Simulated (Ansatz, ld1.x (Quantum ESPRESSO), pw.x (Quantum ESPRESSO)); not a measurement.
## What a changed setting does to a pw.x run (diamond K)

Potential: norm-conserving Troullier–Martins (Kleinman–Bylander form), ld1.x (Quantum ESPRESSO) 7.5, PBEsol; core [Ar], reference 4s1 4p0; waves: 4s (bound): rc 4.20 bohr; 4p (bound, empty): rc 4.20 bohr; 3d channel at 0.15 Ry: rc 3.65 bohr; 4f channel at -0.1 Ry: rc 4.45 bohr; local part: all-electron potential smoothed inside 3.65 bohr (lloc = -1); core correction: a·sin(br)/r model core, default radius (core density twice the valence density).

The reference run (k-mesh 8³, cutoffs 50/200 Ry, Fermi–Dirac 0.01 Ry, mixing_beta 0.4, conv_thr 1e-9, no spin) gives -0.00 GPa at 105.574 Å³/atom, where all-electron LAPW gives -0.00 GPa. This run, with its own iteration cap, changes k-mesh shift to 1.

```
&control
  calculation='scf', prefix='x', pseudo_dir='./', outdir='./tmp', tstress=.true., disk_io='none'
/
&system
  ibrav=0, nat=2, ntyp=1, ecutwfc=50, ecutrho=200, nbnd=8,
  occupations='smearing', smearing='fd', degauss=0.01
/
&electrons
  conv_thr=1e-09, mixing_beta=0.4, electron_maxstep=50
/
ATOMIC_SPECIES
K 1.0 K.UPF
CELL_PARAMETERS angstrom
  0.00000000 4.72627505 4.72627505
  4.72627505 0.00000000 4.72627505
  4.72627505 4.72627505 0.00000000
ATOMIC_POSITIONS crystal
K 0.0000 0.0000 0.0000
K 0.2500 0.2500 0.2500
K_POINTS automatic
8 8 8 1 1 1
```

```bash
pw.x < K.scf.in > K.scf.out
```

Problem. How does the run end?

Solution. It converges in 7 iterations; the free energy moves by +0.1 meV/atom and the pressure by +0.00 GPa. The result is that of the reference run.

```
Message from routine setup:
     using ibrav=0 with symmetry is DISCOURAGED, use correct ibrav instead
     lattice parameter (alat)  =      12.6309  a.u.
     unit-cell volume          =    1424.8973 (a.u.)^3
     number of electrons       =         2.00
     number of Kohn-Sham states=            8
     kinetic-energy cutoff     =      50.0000  Ry
     charge density cutoff     =     200.0000  Ry
     scf convergence threshold =      1.0E-09
     Exchange-correlation= PBESOL
     number of k points=    60  Fermi-Dirac smearing, width (Ry)=  0.0100
     iteration #  1     ecut=    50.00 Ry     beta= 0.40
     c_bands:  1 eigenvalues not converged
     c_bands:  2 eigenvalues not converged
     c_bands:  1 eigenvalues not converged
     c_bands:  1 eigenvalues not converged
     c_bands:  2 eigenvalues not converged
     c_bands:  2 eigenvalues not converged
     [... 4 repeated lines left out ...]
     total energy              =      -1.55682262 Ry
     estimated scf accuracy    <       0.00108368 Ry
     iteration #  2     ecut=    50.00 Ry     beta= 0.40
     total energy              =      -1.55682270 Ry
     estimated scf accuracy    <       0.00032456 Ry
     iteration #  3     ecut=    50.00 Ry     beta= 0.40
     [... 5 repeated lines left out ...]
     total energy              =      -1.55687997 Ry
     estimated scf accuracy    <       0.00000149 Ry
     iteration #  4     ecut=    50.00 Ry     beta= 0.40
     [... 9 repeated lines left out ...]
     total energy              =      -1.55690276 Ry
     estimated scf accuracy    <       0.00000046 Ry
     iteration #  5     ecut=    50.00 Ry     beta= 0.40
     [... 2 repeated lines left out ...]
     total energy              =      -1.55690282 Ry
     estimated scf accuracy    <       0.00000005 Ry
     iteration #  6     ecut=    50.00 Ry     beta= 0.40
     total energy              =      -1.55690284 Ry
     estimated scf accuracy    <       0.00000005 Ry
     iteration #  7     ecut=    50.00 Ry     beta= 0.40
     the Fermi energy is    -0.9281 ev
!    total energy              =      -1.55690285 Ry
     estimated scf accuracy    <          1.4E-10 Ry
     smearing contrib. (-TS)   =      -0.00739919 Ry
     The total energy is F=E-TS. E is the sum of the following terms:
     one-electron contribution =       0.40615321 Ry
     hartree contribution      =       0.00566328 Ry
     xc contribution           =      -1.35818749 Ry
     ewald contribution        =      -0.60313265 Ry
     convergence has been achieved in   7 iterations
          total   stress  (Ry/bohr**3)                   (kbar)     P=       -0.03
     Message from routine punch:
     Nothing written, as per user request (disk_io='none')
```

The run took about 2.8 min on one core of a shared host (Neoverse-N1, 64 threads, 124 GiB, load 55).
